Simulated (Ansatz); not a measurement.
# CHOS+ (SMILES O=[C+]S): single points off equilibrium

How do the functionals fare away from a minimum? The structure is a frame of a short trajectory.

Computed with Ansatz 0.2.0, Gaussian basis. Level: single points in def2-TZVPP.

Cores are frozen in the correlated methods.

## (1) Where the work starts

4 atoms, charge 1, spin multiplicity 1.

Atoms are counted from 1 here; the program's logs count them from 0.

Bond lengths: O1–C2 1.129 Å, C2–S3 1.688 Å, S3–H4 1.393 Å. Angles: O1–C2–S3 173.9°, C2–S3–H4 92.0°.

Coordinates:

```
O     0.0976   -0.3653    1.7029
C     0.2708   -0.2869    0.5900
S     0.3689   -0.0880   -1.0832
H    -0.7535    0.7371   -1.1005
```

## (2) PBE-D4/def2-TZVPP

run/in.yaml reads:

```yaml
crystal:
  periodic: [false, false, false]
  atoms:
    - {symbol: O, position_ang: [0.097633, -0.365346, 1.702875]}
    - {symbol: C, position_ang: [0.270816, -0.286940, 0.590012]}
    - {symbol: S, position_ang: [0.368896, -0.087967, -1.083181]}
    - {symbol: H, position_ang: [-0.753546, 0.737142, -1.100462]}
basis:
  gaussian: {orbitals: def2-TZVPP}
total_charge: 1
hamiltonian: {xc: pbe, dispersion: d4}
output: {forces: true}
```

Run with:

```
$ ansatz run in.yaml --threads 2 --pin off --events-out ev --progress --plain --max-ram 3481MiB
```

## (3) r2SCAN-D4/def2-TZVPP

Changes to run/in.yaml since step 2:

```diff
@@ -10,3 +10,3 @@
 total_charge: 1
-hamiltonian: {xc: pbe, dispersion: d4}
+hamiltonian: {xc: r2scan, dispersion: d4}
 output: {forces: true}
```

## (4) PBE0-D4/def2-TZVPP

Changes to run/in.yaml since step 3:

```diff
@@ -10,3 +10,3 @@
 total_charge: 1
-hamiltonian: {xc: r2scan, dispersion: d4}
-output: {forces: true}
+hamiltonian: {xc: pbe0, dispersion: d4}
+output: {forces: true, orbitals: {seedname: orbitals}}
```

## (5) wB97M-V/def2-TZVPP

Changes to run/in.yaml since step 4:

```diff
@@ -10,3 +10,3 @@
 total_charge: 1
-hamiltonian: {xc: pbe0, dispersion: d4}
-output: {forces: true, orbitals: {seedname: orbitals}}
+hamiltonian: {xc: {name: wB97M-V}}
+output: {forces: true}
```

## (6) CCSD(T)/def2-TZVPP

Changes to run/in.yaml since step 5:

```diff
@@ -10,3 +10,3 @@
 total_charge: 1
-hamiltonian: {xc: {name: wB97M-V}}
+correlation: {method: ccsd_t}
 output: {forces: true}
```

(Steps that only read results are left out.)

Before running it: what results should come out? Wanted: energy less free atoms, CCSD(T)/def2-TZVPP; RMS force component; RMS force error; HOMO and LUMO, PBE0-D4; T1 diagnostic.

**Answer**, as computed:

```
                                  quantity                                                             value
energy less free atoms, CCSD(T)/def2-TZVPP                                                     -681.5 kJ/mol
                       RMS force component                              0.461 to 0.713 eV/Å over the methods
                           RMS force error  PBE-D4 0.493, r2SCAN-D4 0.273, PBE0-D4 0.432, wB97M-V 0.524 eV/Å
                    HOMO and LUMO, PBE0-D4                                               -16.05 and -9.28 eV
                             T1 diagnostic                                                             0.018
```

Against CCSD(T) the functionals' energies less atoms differ by -145.1 to -52.5 kJ/mol, PBE-D4 by -145.1 kJ/mol. The reference is not at the basis limit: in triple zeta CCSD(T) underbinds, which counts against methods that bind more; the gaps are no ranking. For forces r2SCAN-D4 does best and wB97M-V worst. Frozen-core CCSD(T) forces in triple zeta carry basis errors of their own, and this is one geometry, so small gaps rank nothing.
